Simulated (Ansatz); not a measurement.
# CH₄OSi (SMILES C=[SiH]O): one structure at several levels

Aim: energy, forces and dipole at a frame of a short trajectory, from CCSD(T) and from density functionals.

Program: Ansatz 0.2.0, Gaussian basis. Level of theory: single points in def2-TZVPP. These are calculated values, not measurements.

Cores are frozen in the correlated methods.

### Step 1. Where the work starts

SMILES `C=[SiH]O`, 7 atoms, charge 0, spin multiplicity 1.

Atoms are counted from 1 here; the program's logs count them from 0.

Bond lengths: C1–Si2 1.641 Å, C1–H4 1.107 Å, C1–H5 1.107 Å, Si2–O3 1.660 Å, Si2–H6 1.451 Å, O3–H7 0.956 Å. Angles: Si2–C1–H4 123.0°, Si2–C1–H5 119.8°, H4–C1–H5 117.2°, C1–Si2–O3 122.1°, C1–Si2–H6 125.9°, O3–Si2–H6 111.9°, Si2–O3–H7 112.2°.

As a file:

```
C    -1.1729    0.2768   -0.4816
Si    0.2837    0.2063    0.2706
O     1.3049   -1.0908    0.0946
H    -1.5616   -0.5405   -1.1191
H    -1.7992    1.1848   -0.3845
H     0.8821    1.2612    1.0667
H     2.1592   -0.9358    0.4953
```

### Step 2. PBE-D4/def2-TZVPP

The input, run/in.yaml:

```yaml
crystal:
  periodic: [false, false, false]
  atoms:
    - {symbol: C, position_ang: [-1.172852, 0.276761, -0.481603]}
    - {symbol: Si, position_ang: [0.283651, 0.206314, 0.270614]}
    - {symbol: O, position_ang: [1.304863, -1.090757, 0.094551]}
    - {symbol: H, position_ang: [-1.561565, -0.540538, -1.119060]}
    - {symbol: H, position_ang: [-1.799166, 1.184754, -0.384450]}
    - {symbol: H, position_ang: [0.882070, 1.261220, 1.066685]}
    - {symbol: H, position_ang: [2.159201, -0.935810, 0.495270]}
basis:
  gaussian: {orbitals: def2-TZVPP}
hamiltonian: {xc: pbe, dispersion: d4}
output: {forces: true}
```

The run is started by

```bash
$ ansatz run in.yaml --threads 2 --pin off --events-out ev --progress --plain --max-ram 3481MiB
```

The log of the run:

```text
Functional definition: PBE
  name "PBE"
  cite "Perdew, Burke & Ernzerhof, Phys. Rev. Lett. 77, 3865 (1996) doi:10.1103/PhysRevLett.77.3865"
  parent pbe
  parameter kappa = 0.804
  parameter beta = 0.06672455060314922
  exchange = pbe_x(kappa = kappa, mu = beta*pi^2/3)
  correlation = pbe_c(beta = beta)
855 factors; their error is unknown
mean field evaluation 1: about -11003.0051 eV, gradient 9.1e1 eV
mean field evaluation 2: about -10947.5434 eV, gradient 1.6e2 eV
mean field evaluation 4: about -11020.0292 eV, gradient 9.6e0 eV
mean field evaluation 8: about -11020.2510 eV, gradient 7.2e-2 eV
mean field evaluation 16: about -11020.2269 eV, gradient 3.6e-5 eV
mean field -11020.22690254 eV, -404.9858688904 hartree, gradient 3.6e-5 eV, S^2 0.000000; 0 other end points of the search recorded, 0 dependent functions left out
the calculation of the forces begins
reference -11020.22693953 eV, -404.9858702496 hartree; 16, 16 occupied and 144, 144 virtual orbitals, 855 factors
Total energy: -11020.33730694 eV, -404.9899261770 hartree
Atom 0 at    -1.172852     0.276761    -0.481603 Å, force    -2.424900     0.185846    -1.298092 eV/Å
Atom 1 at     0.283651     0.206314     0.270614 Å, force     1.717004    -0.675366     0.417578 eV/Å
Atom 2 at     1.304863    -1.090757     0.094551 Å, force    -0.510151     0.113479    -0.079747 eV/Å
Atom 3 at    -1.561565    -0.540538    -1.119060 Å, force     0.087372     0.484698     0.331414 eV/Å
Atom 4 at    -1.799166     1.184754    -0.384450 Å, force     0.225245    -0.534218    -0.045936 eV/Å
Atom 5 at     0.882070     1.261220     1.066685 Å, force     0.278802     0.498958     0.431706 eV/Å
Atom 6 at     2.159201    -0.935810     0.495270 Å, force     0.626628    -0.073398     0.243076 eV/Å
Dipole moment:     0.393946     0.121466     0.233758 e Å
```

It took 3.6 s on 2 threads of Intel Xeon at 2.50GHz, shared host; peak memory 0.16 GiB.

### Step 3. r2SCAN-D4/def2-TZVPP

Changes to run/in.yaml since step 2:

```diff
@@ -12,3 +12,3 @@
   gaussian: {orbitals: def2-TZVPP}
-hamiltonian: {xc: pbe, dispersion: d4}
+hamiltonian: {xc: r2scan, dispersion: d4}
 output: {forces: true}
```

The run is started by

```bash
$ ansatz run in.yaml --threads 2 --pin off --events-out ev --progress --plain --max-ram 3481MiB
```

The log of the run, shortened:

```text
Functional definition: r2SCAN
  name "r2SCAN"
  cite "Furness, Kaplan, Ning, Perdew & Sun, J. Phys. Chem. Lett. 11, 8208 (2020) doi:10.1021/acs.jpclett.0c02405"
  cite "Furness, Kaplan, Ning, Perdew & Sun, J. Phys. Chem. Lett. 11, 9248 (2020) doi:10.1021/acs.jpclett.0c03077"
  parent r2scan
[...]
855 factors; their error is unknown
[...]
mean field -11025.60867341 eV, -405.1836453217 hartree, gradient 3.6e-5 eV, S^2 0.000000; 0 other end points of the search recorded, 0 dependent functions left out
[...]
reference -11025.60868401 eV, -405.1836457115 hartree; 16, 16 occupied and 144, 144 virtual orbitals, 855 factors
Total energy: -11025.63393423 eV, -405.1845736399 hartree
Atom 0 at    -1.172852     0.276761    -0.481603 Å, force    -2.305433     0.199704    -1.236299 eV/Å
Atom 1 at     0.283651     0.206314     0.270614 Å, force     1.763609    -0.909923     0.285533 eV/Å
Atom 2 at     1.304863    -1.090757     0.094551 Å, force    -0.428463     0.576283     0.160057 eV/Å
Atom 3 at    -1.561565    -0.540538    -1.119060 Å, force     0.161607     0.665058     0.467627 eV/Å
Atom 4 at    -1.799166     1.184754    -0.384450 Å, force     0.348055    -0.737982    -0.074437 eV/Å
Atom 5 at     0.882070     1.261220     1.066685 Å, force     0.206037     0.356858     0.331680 eV/Å
Atom 6 at     2.159201    -0.935810     0.495270 Å, force     0.254588    -0.149998     0.065839 eV/Å
Dipole moment:     0.407537     0.127287     0.243828 e Å
```

Run time: 6 s. Hardware: 2 threads of Intel Xeon at 2.50GHz, shared host; peak memory 0.18 GiB.

### Step 4. PBE0-D4/def2-TZVPP

Changes to run/in.yaml since step 3:

```diff
@@ -12,3 +12,3 @@
   gaussian: {orbitals: def2-TZVPP}
-hamiltonian: {xc: r2scan, dispersion: d4}
-output: {forces: true}
+hamiltonian: {xc: pbe0, dispersion: d4}
+output: {forces: true, orbitals: {seedname: orbitals}}
```

The run is started by

```bash
$ ansatz run in.yaml --threads 2 --pin off --events-out ev --progress --plain --max-ram 3481MiB
```

The log of the run, shortened:

```text
Functional definition: PBE0
  name "PBE0"
  cite "Adamo & Barone, J. Chem. Phys. 110, 6158 (1999) doi:10.1063/1.478522"
[... 2 set-up lines as earlier in the session ...]
[...]
858 factors; their error is unknown
[...]
mean field -11021.07244213 eV, -405.0169418971 hartree, gradient 4.5e-5 eV, S^2 0.000000; 0 other end points of the search recorded, 0 dependent functions left out
[...]
reference -11021.07246949 eV, -405.0169429025 hartree; 16, 16 occupied and 144, 144 virtual orbitals, 858 factors
Total energy: -11021.16410672 eV, -405.0203105085 hartree
Atom 0 at    -1.172852     0.276761    -0.481603 Å, force    -2.255894     0.203154    -1.206324 eV/Å
Atom 1 at     0.283651     0.206314     0.270614 Å, force     1.702236    -0.997472     0.198478 eV/Å
Atom 2 at     1.304863    -1.090757     0.094551 Å, force    -0.357379     0.683638     0.243038 eV/Å
Atom 3 at    -1.561565    -0.540538    -1.119060 Å, force     0.181291     0.664549     0.479351 eV/Å
Atom 4 at    -1.799166     1.184754    -0.384450 Å, force     0.365017    -0.734828    -0.064645 eV/Å
Atom 5 at     0.882070     1.261220     1.066685 Å, force     0.218927     0.356363     0.341504 eV/Å
Atom 6 at     2.159201    -0.935810     0.495270 Å, force     0.145802    -0.175403     0.008599 eV/Å
Dipole moment:     0.414024     0.141669     0.255624 e Å
```

Wall time 5 s (2 threads of Intel Xeon at 2.50GHz, shared host); peak memory 0.28 GiB.

### Step 5. wB97M-V/def2-TZVPP

Changes to run/in.yaml since step 4:

```diff
@@ -12,3 +12,3 @@
   gaussian: {orbitals: def2-TZVPP}
-hamiltonian: {xc: pbe0, dispersion: d4}
-output: {forces: true, orbitals: {seedname: orbitals}}
+hamiltonian: {xc: {name: wB97M-V}}
+output: {forces: true}
```

The run is started by

```bash
$ ansatz run in.yaml --threads 2 --pin off --events-out ev --progress --plain --max-ram 3481MiB
```

The log of the run, shortened:

```text
Functional definition: wB97M-V
  name "wB97M-V"
  cite "Mardirossian & Head-Gordon, J. Chem. Phys. 144, 214110 (2016) doi:10.1063/1.4952647"
  cite "Becke, J. Chem. Phys. 107, 8554 (1997) doi:10.1063/1.475007"
  cite "Vydrov & Van Voorhis, J. Chem. Phys. 133, 244103 (2010) doi:10.1063/1.3521275"
  # Of w^i u^j: cxij and so on, Table III.
[...]
  gx(w, u) = 1 - cx + cx01*u + cx10*w
  gss(w, u) = css00 + css04*u^4 + css10*w + css20*w^2 + css43*w^4*u^3
  gos(w, u) = cos00 + cos10*w + (cos20 + cos21*u)*w^2 + (cos60 + cos61*u)*w^6
[...]
      + integral(e_c_pw_mod_opposite_spin*gos(b97_w_opposite, b97_u_opposite)) + vv10(b, c)
858 factors; their error is unknown
202 factors; integrals over basis functions are off by at most 1.2e-5 eV
[...]
mean field -11026.19792156 eV, -405.2052997920 hartree, gradient 2.4e-5 eV, S^2 0.000000; 0 other end points of the search recorded, 0 dependent functions left out
[...]
reference -11026.19796376 eV, -405.2053013429 hartree; 16, 16 occupied and 144, 144 virtual orbitals, 858 factors
Total energy: -11026.19796376 eV, -405.2053013429 hartree
Atom 0 at    -1.172852     0.276761    -0.481603 Å, force    -2.138147     0.201571    -1.138424 eV/Å
Atom 1 at     0.283651     0.206314     0.270614 Å, force     1.524244    -0.815952     0.186587 eV/Å
Atom 2 at     1.304863    -1.090757     0.094551 Å, force    -0.354248     0.646448     0.231895 eV/Å
Atom 3 at    -1.561565    -0.540538    -1.119060 Å, force     0.202701     0.701637     0.509177 eV/Å
Atom 4 at    -1.799166     1.184754    -0.384450 Å, force     0.394348    -0.773292    -0.069754 eV/Å
Atom 5 at     0.882070     1.261220     1.066685 Å, force     0.159966     0.223822     0.251591 eV/Å
Atom 6 at     2.159201    -0.935810     0.495270 Å, force     0.211135    -0.184234     0.028928 eV/Å
Dipole moment:     0.434387     0.142644     0.268395 e Å
```

Wall time 13 s (2 threads of Intel Xeon at 2.50GHz, shared host); peak memory 0.36 GiB.

### Step 6. CCSD(T)/def2-TZVPP

Changes to run/in.yaml since step 5:

```diff
@@ -12,3 +12,3 @@
   gaussian: {orbitals: def2-TZVPP}
-hamiltonian: {xc: {name: wB97M-V}}
+correlation: {method: ccsd_t}
 output: {forces: true}
```

The run is started by

```bash
$ ansatz run in.yaml --threads 2 --pin off --events-out ev --progress --plain --max-ram 3481MiB
```

The log of the run, shortened:

```text
Functional definition: HF
  name "HF"
  cite "Fock, Z. Phys. 61, 126 (1930) doi:10.1007/BF01340294"
[... 1 set-up line as earlier in the session ...]
[...]
941 factors; integrals over basis functions are off by at most 1.1e-3 eV
[...]
mean field -10994.31747856 eV, -404.0337151210 hartree, gradient 5.8e-6 eV, S^2 0.000000; 0 other end points of the search recorded, 0 dependent functions left out
7 core orbitals not correlated: weight in the atoms' cores, before any rotation towards them, 1.000 or more for the frozen orbitals, at most 0.000 for the correlated occupied ones
reference -10994.31747856 eV, -404.0337151210 hartree; 9, 9 occupied and 144, 144 virtual orbitals, 941 factors
second order -14.39050112 eV of doubles, -0.00000000 eV of singles
cycle   1  -14.60944331 eV  change   -2.2e-1 eV  update   8.5e-2
[...]
cycle  11  -15.04921498 eV  change   -3.5e-6 eV  update   4.2e-6
perturbative correction -0.60649021 eV, -0.0222881042 hartree
[...]
working
working
Total energy: -11009.97318375 eV, -404.6090516750 hartree
Atom 0 at    -1.172852     0.276761    -0.481603 Å, force    -2.627874     0.213515    -1.413713 eV/Å
Atom 1 at     0.283651     0.206314     0.270614 Å, force     2.040414    -0.803048     0.490200 eV/Å
Atom 2 at     1.304863    -1.090757     0.094551 Å, force    -0.320923     0.495004     0.175039 eV/Å
Atom 3 at    -1.561565    -0.540538    -1.119060 Å, force     0.173890     0.658076     0.474031 eV/Å
Atom 4 at    -1.799166     1.184754    -0.384450 Å, force     0.362204    -0.725168    -0.058000 eV/Å
Atom 5 at     0.882070     1.261220     1.066685 Å, force     0.173684     0.298871     0.289913 eV/Å
Atom 6 at     2.159201    -0.935810     0.495270 Å, force     0.198605    -0.137250     0.042530 eV/Å
Dipole moment:     0.407323     0.142788     0.252162 e Å
```

It took 3.1 min on 2 threads of Intel Xeon at 2.50GHz, shared host; peak memory 2 GiB.

### Step 7. Side by side

| method | RMS force component (eV/Å) | RMS error against CCSD(T) (eV/Å) | angle to CCSD(T) forces (°) | dipole (D) |
| --- | --- | --- | --- | --- |
| PBE-D4 | 0.790 | 0.200 | 12.6 | 2.28 |
| r2SCAN-D4 | 0.792 | 0.118 | 6.0 | 2.36 |
| PBE0-D4 | 0.784 | 0.150 | 8.4 | 2.43 |
| wB97M-V | 0.734 | 0.185 | 8.8 | 2.55 |
| CCSD(T) | 0.873 | reference | reference | 2.40 |

Energy less the free neutral atoms in their ground states at the same level (atoms from separate runs):

Differences are taken before rounding.

| method | rung | energy less atoms (eV) | from CCSD(T) (eV) |
| --- | --- | --- | --- |
| PBE-D4 | GGA | -26.203 | -1.050 |
| r2SCAN-D4 | meta-GGA | -25.907 | -0.754 |
| PBE0-D4 | hybrid | -25.653 | -0.500 |
| wB97M-V | range-separated hybrid | -25.927 | -0.774 |
| Hartree-Fock | wavefunction | -18.382 | +6.770 |
| MP2 | wavefunction | -25.594 | -0.441 |
| CCSD | wavefunction | -24.746 | +0.406 |
| CCSD(T) | wavefunction | -25.152 | 0 |

Cost and force error (times from a shared host):

| method | time | RMS force error (eV/Å) |
| --- | --- | --- |
| PBE-D4 | 3.6 s | 0.200 |
| r2SCAN-D4 | 6 s | 0.118 |
| PBE0-D4 | 5 s | 0.150 |
| wB97M-V | 13 s | 0.185 |
| CCSD(T) | 3.1 min | 0 |

### Step 8. Outcome

```
                                  quantity                                                             value
energy less free atoms, CCSD(T)/def2-TZVPP                                                        -25.152 eV
                       RMS force component                              0.734 to 0.873 eV/Å over the methods
                           RMS force error  PBE-D4 0.200, r2SCAN-D4 0.118, PBE0-D4 0.150, wB97M-V 0.185 eV/Å
                    HOMO and LUMO, PBE0-D4                                                -6.29 and -0.36 eV
                             T1 diagnostic                                                             0.013
```

Against CCSD(T) the functionals' energies less atoms differ by -1.050 to -0.500 eV, PBE-D4 by -1.050 eV. A larger basis would deepen the CCSD(T) value, while the functionals are nearly converged already, so the order here is not reliable. On forces the order runs from r2SCAN-D4 to PBE-D4. Frozen-core CCSD(T) forces in triple zeta carry basis errors of their own, and this is one geometry, so small gaps rank nothing.
